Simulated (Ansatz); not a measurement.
## Relative stability

The two ends of one reaction step of CH7MgN, closed shell (PBE0-D4/def2-TZVP).

A:

```
10
angstrom
Mg 0.2494 -0.3102 -0.2233
N 2.1340 -0.4212 -0.0433
C -1.8011 -0.3449 -0.5749
H 0.6590 1.5641 1.3222
H -0.0880 1.5348 1.3967
H 2.7084 -0.0013 0.6728
H 2.7524 -0.9699 -0.6233
H -2.3673 -0.5391 0.3425
H -2.1610 0.6085 -0.9765
H -2.0860 -1.1206 -1.2931
```

B:

```
atom    x (Å)    y (Å)    z (Å)
 Mg1  -0.3617   0.7031   0.6843
  N2   1.6867  -0.0064   0.1737
  C3  -1.6522  -0.3863  -0.5749
  H4   2.3788   0.5309   0.6854
  H5  -0.0506   1.8785   1.9260
  H6   1.8240  -0.9842   0.4079
  H7   1.8925   0.0841  -0.8159
  H8  -2.7087  -0.1385  -0.4241
  H9  -1.4437  -0.2107  -1.6385
 H10  -1.5653  -1.4703  -0.4240
```

Computed with Ansatz 0.2.0 (basis: def2-TZVPP); correlated methods freeze the cores. The outer core shell of Li, Na, Mg and K is correlated. The def2 sets are not built for correlating such inner shells, so the correlated values are less sure here. B3LYP uses VWN-RPA correlation.

**Question.** Which structure is lower at CCSD(T), and by how much? (An estimate is asked for; the value comes from the calculation.)

**Answer.** The calculation gives: B, by 36.6 kJ/mol (electronic energy, against the other). By their contacts, A is a complex of CH₅MgN ([CH3][Mg][NH2]) + H₂ and B is CH₇MgN ([CH3][MgH][NH3]).

All methods give the same order:

```tsv
method	E(B) − E(A) (kJ/mol)
SPW92	-44.4
PBE-D4	-35.0
BLYP-D4	-28.1
r2SCAN-D4	-35.6
B97M-V	-62.9
PBE0-D4	-42.7
B3LYP-D4	-35.2
r2SCAN0-D4	-41.2
BHLYP-D4	-44.2
CAM-B3LYP-D4	-39.5
wB97X-V	-41.1
wB97M-V	-38.7
B2PLYP	-32.5
PBE-QIDH	-40.6
RPA on PBE	-37.2
HF	-55.9
MP2	-26.9
CCSD	-39.4
CCSD(T)	-36.6
```

No T1 diagnostic of these runs exceeds 0.009.

Labels in which every atom is bracketed show which atoms are joined, not bond orders.

For scale, one of the runs: CCSD(T)/def2-TZVPP, 192 basis functions, launched by `ansatz run in.yaml --threads 2 --pin off --events-out ev --progress --plain --max-ram 4352MiB`. Time: 56 s of wall clock on 2 CPU threads of an Intel Xeon Platinum 8375C; the host was shared. Peak host memory: 2.4 GiB.
